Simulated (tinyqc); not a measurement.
Worked calculation: extended Hueckel theory, for H3O+. The parameters take no account of the charge, which enters only through the electron count. Computed by tinyqc, a small Python program that keeps every step (integrals from PySCF). Settings: charge = 1, K = 1.5, weighted = 1, multiplicity = 1. Command: `OMP_NUM_THREADS=1 python tinyqc.py 28519 28520 out.jsonl` (the two numbers bound the seeds that draw the settings). One thread of a shared host (Intel(R) Xeon(R) Processor @ 2.60GHz), about 0.01 s of CPU time with the checks.

## Overlaps

Geometry (angstrom):
```
atom,x,y,z
O,0.000000,0.000000,0.309000
H,0.918000,0.000000,0.000000
H,-0.459000,0.795000,0.000000
H,-0.459000,-0.795000,0.000000
```

Parameters chosen for this run:
```
element,shell,Slater exponent,H_ii (eV)
O,2s,2.275000,-32.300000
O,2p,2.275000,-14.800000
H,1s,1.300000,-13.600000
```

Slater orbitals, each expanded in six Gaussians scaled to its exponent.

overlap S:
```
,1O 2s,1O 2px,1O 2py,1O 2pz,2H 1s,3H 1s,4H 1s
1O 2s,1.000000,0.000000,0.000000,0.000000,0.453744,0.453750,0.453750
1O 2px,0.000000,1.000000,0.000000,0.000000,0.368611,-0.184309,-0.184309
1O 2py,0.000000,0.000000,1.000000,0.000000,0.000000,0.319228,-0.319228
1O 2pz,0.000000,0.000000,0.000000,1.000000,-0.124075,-0.124077,-0.124077
2H 1s,0.453744,0.368611,0.000000,-0.124075,1.000000,0.201031,0.201031
3H 1s,0.453750,-0.184309,0.319228,-0.124077,0.201031,1.000000,0.201036
4H 1s,0.453750,-0.184309,-0.319228,-0.124077,0.201031,0.201036,1.000000
```

## Wolfsberg-Helmholz matrix

diagonal H_ii (eV): 1O 2s -32.300000, 1O 2px -14.800000, 1O 2py -14.800000, 1O 2pz -14.800000, 2H 1s -13.600000, 3H 1s -13.600000, 4H 1s -13.600000

K = 1.500000

H_ij = K' S_ij (H_ii + H_jj)/2 for i != j (the diagonal keeps H_ii), with K' = K + D^2 + D^4 (1 - K), D = (H_ii - H_jj)/(H_ii + H_jj), K = 1.5.

H (eV):
```
,1O 2s,1O 2px,1O 2py,1O 2pz,2H 1s,3H 1s,4H 1s
1O 2s,-32.300000,0.000000,0.000000,0.000000,-17.205118,-17.205350,-17.205350
1O 2px,0.000000,-14.800000,0.000000,0.000000,-7.860749,3.930448,3.930448
1O 2py,0.000000,0.000000,-14.800000,0.000000,0.000000,-6.807639,6.807639
1O 2pz,0.000000,0.000000,0.000000,-14.800000,2.645938,2.645988,2.645988
2H 1s,-17.205118,-7.860749,0.000000,2.645938,-13.600000,-4.101023,-4.101023
3H 1s,-17.205350,3.930448,-6.807639,2.645988,-4.101023,-13.600000,-4.101133
4H 1s,-17.205350,3.930448,6.807639,2.645988,-4.101023,-4.101133,-13.600000
```

## Orbitals

valence electrons = 8

Solve H C = S C e through S^(-1/2); fill by pairs from the bottom, a degenerate level sharing its electrons equally; each orbital has its largest coefficient positive (the first on a tie).

orbital energies (eV): -32.937493  -16.279400  -16.279391  -14.906301  -4.943556  -4.943424  9.379229

occupations: 2.000000  2.000000  2.000000  2.000000  0.000000  0.000000  0.000000

coefficients:
```
,MO1,MO2,MO3,MO4,MO5,MO6,MO7
1O 2s,0.879732,0.000001,0.000000,0.078636,-0.000011,0.000000,1.027901
1O 2px,0.000001,0.721061,0.000000,-0.000002,-0.906931,0.000000,-0.000022
1O 2py,0.000000,0.000000,0.721063,0.000000,0.000000,0.906931,0.000000
1O 2pz,0.019713,0.000002,0.000000,0.981449,0.000003,0.000000,-0.314535
2H 1s,0.082718,0.382345,0.000000,-0.043665,0.986908,0.000000,-0.665401
3H 1s,0.082720,-0.191171,0.331119,-0.043664,-0.493437,-0.854683,-0.665435
4H 1s,0.082720,-0.191171,-0.331119,-0.043664,-0.493437,0.854683,-0.665435
```

sum of one-electron energies = -160.805170 eV

Within a degenerate level the vectors are fixed only up to a rotation; this is one choice.

## Mulliken analysis

P = C n C^T; charge = valence electrons (O 6, H 1) minus the sum of (P S)_ii on the atom; overlap population = 2 sum P_ij S_ij between two atoms.

charges: 1O -0.396408, 2H 0.465468, 3H 0.465470, 4H 0.465470

Overlap populations:
```
pair,value
2-1,0.552799
3-1,0.552803
3-2,-0.051741
4-1,0.552803
4-2,-0.051741
4-3,-0.051742
```
